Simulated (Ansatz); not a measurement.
Zinc-blende BeSe, treated with HSE06-D3(BJ) (plane waves, PAW; Ansatz, a first-principles code).

Input file:

Ansatz 0.2 input:
```yaml
crystal:
  lattice:
    - [0.0, 2.5686600603, 2.5686600603]
    - [2.5686600603, 0.0, 2.5686600603]
    - [2.5686600603, 2.5686600603, 0.0]
  atoms:
    - { symbol: Be, position: [0.0, 0.0, 0.0] }
    - { symbol: Se, position: [0.25, 0.25, 0.25] }
basis:
  ecutwfc: 460
  ecutrho_ratio: 4
  xc_grid: 2
kpoints:
  mp_grid: { grid: [8, 8, 8] }
hamiltonian:
  xc: hse06
  dispersion: d3bj
  pseudopotentials: { kind: paw }
scf:
  occupations: { method: fermi_dirac, width: 0.01 }
  convergence: { dr2_threshold: 0.0000000002 }
output:
  forces: true
  stress: true
  eigenvalues: true
```

From the output:

```
WARN output.stress: scf.exx.energy_threshold = 1e-6 eV is looser than the 2e-8 eV advised for a stress under a hybrid functional (1e-8 eV for each atom of the …
Crystal: 2 atoms, lattice volume = 33.896 Å³
Basis set: ecut = 460 eV, 749 PW (Γ), exchange–correlation on 54×54×54 points (8 copies of the dense FFT grid, shifted against one another)
Bands: 13, of which v1, the nominal top of the filled ones, is band 9 counted from 1 (8 counted from 0)
Symmetry: 24 space group operations
Space group: F-43m (ITA 216), of the structure as read, at distance tolerance 3.2e-5 Å
k-points: 29 of 512 (time reversal used)
SCF iter   1: F=—  HF=-5564.140623 eV  |F-HF|=—  |Δ(HF+E_count)|=         —  Δρ=6.68e-4  dr2=1.56e-4
SCF iter   2: F=-5564.140585 eV  HF=-5564.140559 eV  |F-HF|=2.62e-5  |Δ(HF+E_count)|=   6.38e-5  Δρ=2.30e-4  dr2=9.67e-6
Crystal: 2 atoms, lattice volume = 33.896 Å³
Initial density: handed on by an earlier stage of this run
  ...
Crystal: 2 atoms, lattice volume = 33.896 Å³
SCF iter   4: F=—  HF=-5565.939201 eV  |F-HF|=—  |Δ(HF+E_count)|=   3.40e-9  Δρ=2.01e-6  dr2=1.01e-9
SCF iter   5: F=-5565.939201 eV  HF=-5565.939201 eV  |F-HF|=3.27e-11  |Δ(HF+E_count)|=   5.73e-9  Δρ=8.23e-7  dr2=1.26e-10
SCF 3 converged in 5 iterations: F = -5565.939201 eV  dr2 = 1.26e-10
Free energy (F): -5565.939201 eV
Internal energy: -5565.939201 eV  (E = F + TS)
E sigma→0 (E₀):  -5565.939201 eV
Fermi energy:    8.183149 eV
--- Stress (GPa, compression-positive) ---
       -2.894440       0.000000      -0.000000
        0.000000      -2.894440       0.000000
       -0.000000       0.000000      -2.894440
  P = ⅓ Tr σ = -2.8944 GPa (-28.944 kbar)
```

The cell is one volume of an energy–volume scan, off the minimum.

The PAW data were made under PBE.

Computing time: roughly 60 core-seconds.
